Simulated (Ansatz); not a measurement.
Relaxing palladium (fcc)

Level of theory: DFT, PBEsol, plane waves (420 eV) with PAW, scalar-relativistic in Ansatz. The PAW files were generated under PBE, with cores re-solved for the functional.

k-point mesh 14×14×14, Fermi-Dirac smearing 0.05 eV, starting moments 0.50 μB. Cell and atoms relax.

Starting structure:

```cif
data_structure
_symmetry_space_group_name_H-M 'P 1'
_symmetry_Int_Tables_number 1
_cell_length_a 2.7505
_cell_length_b 2.7505
_cell_length_c 2.7505
_cell_angle_alpha 60.000
_cell_angle_beta 60.000
_cell_angle_gamma 60.000
_cell_volume 14.71
loop_
_atom_site_label
_atom_site_type_symbol
_atom_site_fract_x
_atom_site_fract_y
_atom_site_fract_z
_atom_site_occupancy
Pd1 Pd 0.00000 0.00000 0.00000 1
```

Problem. The pressure at the start is -1.7 GPa. By how much does the volume change?

Solution. From 14.71 to 14.58 Å³ per atom, -0.9 %. The final cell has a = 3.878 Å.

Problem. How much energy does the relaxation gain?

Solution. 0.7 meV per atom.

Path of the relaxation (the plane waves are chosen anew near the end, which can shift the energy a little):

```
step  E − E(final) (meV/atom)  V (Å³/atom)  P (GPa)  max force (eV/Å)
   0                     0.71       14.714    -1.74             0.000
   1                     0.31       14.490     1.30             0.000
   2                    -0.04       14.585    -0.02             0.000
   3                     0.00       14.585    -0.02             0.000
```

Problem. Which magnetic state does it end in?

Solution. ferromagnetic, net 0.31 μB per atom; moments 0.31 μB.

Real palladium is paramagnetic; a moment here is an artefact of the functional.
